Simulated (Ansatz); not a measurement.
Process, species as SMILES: C=CF → C(F)=[CH-] + H+
B3LYP-D3(BJ)/def2-TZVP geometries, fixed; electronic energies without zero-point terms.

Effect of a fitting basis named in the input at r2SCAN/cc-pVTZ with Ansatz (a quantum-chemistry and plane-wave program), against the last row, where the deprotonation energy is 408.04 kcal/mol. The proton leaves the site shown, which need not be the most acidic. The default fits or decomposes integrals by the program's own choice; accuracy: high also tightens integrals, grids and stops.

| setting | largest shift of a total energy (mEh) | shift of the deprotonation energy (kcal/mol) |
|---|---|---|
| fitting: def2-SV(P)-JKFIT | -0.069 | 0.009 |
| fitting: def2-universal-JKFIT | -0.069 | 0.009 |
| fitting: cc-pVTZ-JKFIT | -0.034 | 0.001 |
| fitting: cc-pVQZ-JKFIT | -0.015 | -0.001 |
| fitting: cc-pV5Z-JKFIT | -0.011 | -0.001 |
| fitting: def2-universal-JFIT | -0.124 | 0.010 |
| accuracy: high | 0.002 | -0.001 |
| accuracy: medium (default) | 0.000 | 0.000 |

Within 0.02 kcal/mol in the deprotonation energy: fitting: def2-SV(P)-JKFIT; fitting: def2-universal-JKFIT; fitting: cc-pVTZ-JKFIT; fitting: cc-pVQZ-JKFIT; fitting: cc-pV5Z-JKFIT; fitting: def2-universal-JFIT; accuracy: high. The largest shift is 0.124 mEh in a total energy and 0.010 kcal/mol in the difference.
